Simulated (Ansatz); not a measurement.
in.yaml

```yaml
crystal:
  periodic: [false, false, false]
  atoms:
    - {symbol: Ge, position_ang: [0.000000, -0.040516, 0.285357]}
    - {symbol: O, position_ang: [0.000000, 0.097280, -1.360296]}
    - {symbol: H, position_ang: [0.000000, 1.375714, 1.027442]}
basis:
  gaussian: {orbitals: cc-pVTZ}
magnetization: {spin_polarized: false, initial_magnetization: 1}
correlation: {method: bccd_t, electrons: outside_noble_gas}
```

```sh
$ ansatz run in.yaml --threads 2 --pin off --events-out ev --progress --plain --max-ram 24576MiB --backend cuda --devices 0, --max-vram 18GiB
```

Output:

```
541 factors; integrals over basis functions are off by at most 1.3e-3 eV
mean field evaluation 1: about -58520.6847 eV, gradient 4.9e1 eV
mean field evaluation 2: about -58520.6885 eV, gradient 4.9e1 eV
mean field evaluation 4: about -58525.9455 eV, gradient 8.0e0 eV
mean field evaluation 8: about -58526.1608 eV, gradient 2.3e-1 eV
mean field evaluation 16: about -58526.1641 eV, gradient 2.5e-5 eV
mean field evaluation 32: about -58525.3996 eV, gradient 1.9e-1 eV
mean field evaluation 64: about -58524.5125 eV, gradient 4.6e0 eV
mean field evaluation 96: about -58525.3972 eV, gradient 5.1e-1 eV
mean field evaluation 128: about -58524.6245 eV, gradient 9.8e-1 eV
mean field evaluation 160: about -58506.3680 eV, gradient 5.4e1 eV
...
cycle   6  -9.67902599 eV  change   -1.3e-3 eV  update   1.2e-3
cycle   7  -9.67865253 eV  change    3.7e-4 eV  update   8.3e-4
cycle   8  -9.67865842 eV  change   -5.9e-6 eV  update   5.1e-4
cycle   9  -9.67878394 eV  change   -1.3e-4 eV  update   2.6e-4
cycle  10  -9.67874126 eV  change    4.3e-5 eV  update   1.3e-4
cycle  11  -9.67870744 eV  change    3.4e-5 eV  update   6.5e-5
cycle  12  -9.67873110 eV  change   -2.4e-5 eV  update   3.6e-5
cycle  13  -9.67869698 eV  change    3.4e-5 eV  update   2.3e-5
cycle  14  -9.67870940 eV  change   -1.2e-5 eV  update   1.3e-5
cycle  15  -9.67870123 eV  change    8.2e-6 eV  update   7.3e-6
perturbative correction -0.58167076 eV, -0.0213760062 hartree
Total energy: -58536.42448170 eV, -2151.1739222888 hartree
```

Ran on 2 threads of AMD EPYC 7R13 with a shared H100 80 GB, shared host: 28 s wall, 0.78 GiB peak host memory.
